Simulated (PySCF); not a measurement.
Nitrosomethane, CH3NO.
Bonds: C1–N2, N2–O3 (double). Hydrogens: H4, H5, H6 on C1.

Method: B3LYP/def2-TZVP geometry optimisation, gas phase in PySCF; density fitting, grid level 1; the optimiser is geomeTRIC in internal coordinates, started from a GFN2-xTB structure.

Geometry at step 5:
```
atom  x, y, z in Å
C1     -0.4249   -0.0103   -0.0893
N2      0.9043   -0.5115    0.3389
O3      1.7620    0.3249    0.3218
H4     -1.1299   -0.2543    0.7069
H5     -0.6996   -0.5984   -0.9693
H6     -0.4040    1.0579   -0.3125
```

Task: What forces act on the atoms?

Result: 
| atom | Fx (eV/Å) | Fy (eV/Å) | Fz (eV/Å) |
| --- | --- | --- | --- |
| C1 | 0.083 | -0.052 | -0.063 |
| N2 | -0.131 | 0.070 | -0.032 |
| O3 | 0.103 | 0.022 | 0.028 |
| H4 | -0.028 | -0.010 | 0.009 |
| H5 | -0.042 | 0.000 | 0.026 |
| H6 | 0.016 | -0.030 | 0.031 |

The largest, 0.15 eV/Å, acts on N2; the rms over all components is 0.055 eV/Å. The forces sum to zero within rounding, as they must for an isolated molecule in no field.

Task: Give the force on N2 in Eh/bohr and in nN.

Result: 0.152 eV/Å ÷ 51.422 = 0.00296 Eh/bohr, and 0.152 eV/Å × 1.602 = 0.24 nN.

Task: How far is this geometry from the end of the optimisation?

Result: 0.001 eV above it, and 0.014 Å rms away after alignment. The bonds farthest from their final lengths, with half the difference of the two atoms' forces along the bond (positive lengthens):

```csv
bond,now (Å),final (Å),force along bond (eV/Å)
C1–N2,1.484,1.480,-0.11
C1–H4,1.091,1.093,+0.06
```

The angle farthest from its final value is N2–C1–H5, 106.0° against 106.7°.

The cost below is that of the whole optimisation. On Arm Neoverse V1, one thread, no GPU, shared host, this took 14 s of wall time and 0.46 GiB of memory at its peak.
